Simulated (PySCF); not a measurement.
**B2 at PBE0**

Computed with PBE0; B def2-TZVP; no relativity (PySCF 2.14).

```
state                                         : ³Πu (triplet), unpaired electrons σ ↑, π ↑, a second solution, started from another occupation
bond length                                   : 1.750 Å
harmonic wavenumber                           : 811 cm⁻¹
force constant                                : 2.13 mdyn/Å
rotational constant Be                        : 0.9996 cm⁻¹
anharmonicity ωexe                            : 7.64 cm⁻¹
vibration–rotation constant αe                : 0.0137 cm⁻¹
energy of the minimum from ground-state B + B : -2.67 eV
bond order (Mayer)                            : 1.46
```
